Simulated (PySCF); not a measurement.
Some computed properties have been withheld. Give your best values.

C4H7FS.
SMILES: `S1[C@H]([C@H]1CF)C`

Conformer (atom-mapped SMILES and torsion angles): `[CH3:1][C@@H:2]1[S:3][C@@H:4]1[CH2:5][F:6]`: S3–C4–C5–F6 -158°.

| property | level | value |
| --- | --- | --- |
| point group of the GFN2-xTB geometry | GFN2-xTB | C1 |
| rotational constants A, B, C of the GFN2-xTB geometry | GFN2-xTB | ? |
| dipole moment | PBE0/def2-SVPD | 0.65 D |
| HOMO energy | PBE0/def2-SVPD | -6.82 eV |
| LUMO energy | PBE0/def2-SVPD | -0.16 eV |
| lowest singlet excitation | TDDFT PBE0/def2-SVPD | 4.91 eV (253 nm, f = 0.000) |
| strongest line among the 6 lowest singlet transitions | TDDFT PBE0/def2-SVPD | S6 at 7.41 eV (167 nm, f = 0.047) |
| lowest triplet excitation (Tamm–Dancoff) | TDA PBE0/def2-SVPD | 4.45 eV |
| static isotropic polarisability | PBE0/def2-SVPD | 67.9 au |
| electronic spatial extent ⟨r²⟩ about the centre of nuclear charge | PBE0/def2-SVPD | 748 bohr² |
| 13C chemical shifts (computed TMS as zero) by class | GIAO PBE0/pcSseg-1 | ? |
| 1H chemical shifts (computed TMS as zero) by class | GIAO PBE0/pcSseg-1 | ? |
| isotropic shieldings of nuclei other than C and H, by class | GIAO PBE0/pcSseg-1 | 406 (1 F), 674 (1 S) ppm |

The electronic properties come from PySCF, for the isolated species, density fitting. One conformer (not necessarily the lowest) at the GFN2-xTB geometry, without solvent or vibrations. NMR classes are plain means over equivalent atoms (diastereotopic ones count apart unless rotation or inversion swaps them), as if these changed places fast; in this geometry the members of some classes differ.

Problem. What are the 1H chemical shifts (computed TMS as zero) by class?

Solution. 5.31 (1 H), 4.25 (1 H), 3.16 (1 H), 3.04 (1 H), 1.62 (3 H) ppm.

Problem. Give the 13C chemical shifts (computed TMS as zero) by class.

Solution. 87.0 (1 C), 38.5 (1 C), 38.4 (1 C), 18.9 (1 C) ppm.

Problem. The rotational constants A, B, C of the GFN2-xTB geometry?

Solution. 4.359, 2.125, 1.613 GHz.

A dipole of 0.65 D is allowed in C1, and pure rotational transitions are dipole-allowed. No computed singlet falls in the visible range (750 to 380 nm, 1.65 to 3.26 eV); S1 lies 1.65 eV above its blue end. The principal polarisabilities are 59.0, 69.1 and 75.5 au; their mean is the isotropic value.

For the NMR shielding job (PBE0/pcSseg-1), on one thread of an Arm Neoverse V1, shared host with 64 logical CPUs at a one-minute load of 42, this took 16 s and 0.76 GiB of memory at its peak.
